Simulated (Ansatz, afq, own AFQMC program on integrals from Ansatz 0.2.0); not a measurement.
## AlNH, doublet: AFQMC among the cluster methods

```xyz
3

Al    0.0000    0.0000   -0.0014
N     0.0000    0.0000   -1.5774
H     0.0000    0.0000    1.5787
```

Connectivity, by distances: AlH–N.

Basis 6-31G. Only valence electrons are correlated. Integrals, coupled cluster, full CI and functionals: Ansatz 0.2.0; the random walks run on the same integrals in our own AFQMC program. ph-AFQMC/CISD is guided by a CISD state made of CCSD amplitudes; releasing the constraint for a short imaginary time cuts its bias at the price of noise, slowly where states lie close. Error bars are statistical, one sigma.

Determinant: UHF, the one that the program's search chose, which needn't be the lowest solution. The geometry is a point of a scan.

Full CI on the same integrals is exact in this basis and with this determinant's frozen core.

Cautions: the search met a lower determinant of the same kind, perhaps of another symmetry (115 meV lower); strong correlation (T1 0.061, weight of the determinant 0.83, largest double 0.09); unrestricted determinant spin contaminated (⟨S²⟩ 1.14 against 0.75); the released energies are still falling, so no released level is given (meV from the phaseless value at times in 1/Eh: -16 ± 4 at 0.24, -28 ± 4 at 0.51, -34 ± 4 at 0.99, -41 ± 4 at 1.62, -47 ± 5 at 2.40), though the last usable value meets full CI within the noise.

The T1 diagnostic is 0.0612, the weight of the determinant in the CISD state is 0.832 and the ⟨S²⟩ of the determinant is 1.140. The size of the correlated space is 9 electrons in 18 orbitals.

```
  level  correlation energy (eV)
    MP2                  -3.2942
   CCSD                  -4.0099
CCSD(T)                  -4.1643
```

Problem. Estimate where phaseless AFQMC with a CISD trial lies against CCSD(T) on the same integrals.

Solution. 3.8 ± 0.4 kJ/mol below CCSD(T).

Reference: full CI, correlation energy -4.254 eV. The cautions show a poor starting determinant, so the rows tell how each method copes with it here, and full CI is the sure value.

```
        level  E − E(reference) (kJ/mol)  share of correlation (%)
      CCSD(T)                        8.6                     97.89
        CCSDT                        1.2                     99.70
     CCSDT(Q)                       -1.3                    100.32
       CCSDTQ                       -0.1                    100.03
  ph-AFQMC/HF                 11.1 ± 2.3                     97.29
ph-AFQMC/CISD                  4.8 ± 0.4                     98.83
```

CCSDT and higher add their correlation energy to the determinant of the CCSD(T) run, since their own runs factorise the integrals more tightly (a shift of under 2 meV). A walk keeps the symmetry of its determinant, which the program's search chose and which needn't be the lowest solution, so a lower state of the same spin and another symmetry isn't excluded.
